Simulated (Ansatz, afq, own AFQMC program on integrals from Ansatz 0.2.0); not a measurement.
## AFQMC, coupled cluster and functionals along a coordinate of MgPH2, quartet

```xyz
4

P     0.0000    0.0778    1.1641
Mg    0.0000    0.0174   -1.5257
H     0.0000   -1.2430    1.6870
H     0.0000   -1.5672   -0.6685
```

One side is turned about P1–Mg2. Energies in mEh count from this geometry (0.000 °) at the same level; the start stands on UHF, each point on the determinant named.

Basis cc-pVDZ. Only valence electrons are correlated. Ansatz 0.2.0 and our own AFQMC program on the same integrals; the CISD trial comes from CCSD amplitudes, and released means the phaseless constraint is let go. Error bars are statistical, one sigma.

Cautions, each for one point or more: lower spins were not checked; released walk and highest rung disagree; the ph-AFQMC/CISD walk drifts between its halves.

```json
{"twist about P1–Mg2 / °": "14.900", "det.": "UHF", "T1": "0.022", "weight": "0.89", "⟨S²⟩": "3.78", "CCSD(T)": "0.4", "ph-AFQMC/CISD": "0.1 ± 0.4", "CCSDT(Q)": "0.4", "HF": "0.3", "PBE0": "0.4"}
{"twist about P1–Mg2 / °": "42.700", "det.": "UHF", "T1": "0.022", "weight": "0.90", "⟨S²⟩": "3.78", "CCSD(T)": "3.5", "ph-AFQMC/CISD": "4.1 ± 0.4", "CCSDT(Q)": "3.5", "HF": "2.9", "PBE0": "3.5"}
{"twist about P1–Mg2 / °": "72.200", "det.": "UHF", "T1": "0.022", "weight": "0.90", "⟨S²⟩": "3.79", "CCSD(T)": "9.1", "ph-AFQMC/CISD": "9.1 ± 0.4", "CCSDT(Q)": "9.2", "HF": "8.1", "PBE0": "8.9"}
{"twist about P1–Mg2 / °": "120.000", "det.": "UHF", "T1": "0.023", "weight": "0.89", "⟨S²⟩": "3.79", "CCSD(T)": "14.7", "ph-AFQMC/CISD": "14.8 ± 0.4", "CCSDT(Q)": "14.7", "HF": "14.6", "PBE0": "14.4"}
{"twist about P1–Mg2 / °": "180.000", "det.": "UHF", "T1": "0.026", "weight": "0.89", "⟨S²⟩": "3.79", "CCSD(T)": "15.6", "ph-AFQMC/CISD": "15.8 ± 0.4", "CCSDT(Q)": "15.5", "HF": "17.5", "PBE0": "15.3"}
```

Weight is that of the determinant in the CISD state; at the start T1 is 0.022 and the weight 0.89, and ⟨S²⟩ is 3.78. Symmetry can't show for every point that it stays on the start's state. Largest departures from CCSDT(Q), at the points where its series has closed: CCSD(T) 0.1 mEh at 180.000 (on UHF), ph-AFQMC/CISD 0.6 mEh at 42.700 (on UHF) (within the noise), HF 2.0 mEh at 180.000 (on UHF). The functionals aren't scored here. In this small basis the wave-function levels are far from their limit, so their gap to the functionals isn't the functionals' error.

Some points may be missing: those where a free walk finds a much lower state, and past Zn most of those on another determinant than at the start.

A walk keeps the symmetry of its determinant, which the program's search chose and which needn't be the lowest solution, so a lower state of the same spin and another symmetry isn't excluded.
